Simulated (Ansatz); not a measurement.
A geometry relaxed with B3LYP-D3(BJ)/def2-TZVP in Ansatz (a program for electronic structure), charge 0, multiplicity 2:

```xyz
2

H     -0.4883     0.0000     0.0000
O      0.4883     0.0000     0.0000
```

### Question
Write the SMILES of this molecule.

### Answer
`[OH]`
